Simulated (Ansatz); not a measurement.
# Si₂C: from a trial structure to a relaxed crystal

Computed with Ansatz 0.2.0, DFT PBE, scalar-relativistic, plane waves, PAW. Cutoff 420 eV, Γ-centred k mesh, Gaussian smearing, no spin polarisation in the final step.

The start puts Si₂C on the 2H molybdenite structure type (P6_3/mmc, No. 194), with C in place of Mo, Si in place of S, at a guessed volume.

```
Si C
1.0
     2.75154    0.00000    0.00000
    -1.37577    2.38290    0.00000
     0.00000    0.00000   10.70234
Si C
4 2
Direct
  0.33333 0.66667 0.62750
  0.66667 0.33333 0.12750
  0.33333 0.66667 0.87250
  0.66667 0.33333 0.37250
  0.33333 0.66667 0.25000
  0.66667 0.33333 0.75000
```

Cell and atoms relax at zero pressure; the relaxation can't lower the symmetry of the start. After a coarse first stage the cell is made exact in the group found at 0.06 Å.

Formation energies are uncorrected and refer to the elements' standard structures at the same level.

Question: Which crystal results?

Answer: It keeps P6_3/mmc (No. 194). The result has the 2H molybdenite structure. Conventional cell: a = 2.923 Å, c = 8.841 Å. Around Si lie 3 C at 2.08 Å; C has 6 Si at 2.08 Å.

Space group P6_3/mmc (No. 194). a = 2.923 Å, b = 2.923 Å, c = 8.841 Å, α = 90.00°, β = 90.00°, γ = 120.00°
```tsv
atom	site	symmetry	x	y	z
Si	4f	3m.	0.3333	0.6667	0.6132
C	2c	-6m2	0.3333	0.6667	0.2500
```

Question: What are its volume, energy, density and gap?

Answer: The volume per atom is 10.90 Å³, the density is 3.46 g/cm³ and the energy over the elements is 0.66 eV/atom. The gap on the 12×12×4 mesh is 0 eV (a metal).

The final run used a 12×12×4 mesh on its 6-atom cell and 0.10 eV smearing. For metals, differences of a few meV/atom aren't resolved. Symmetry constrained the relaxation, so the result can be a saddle point.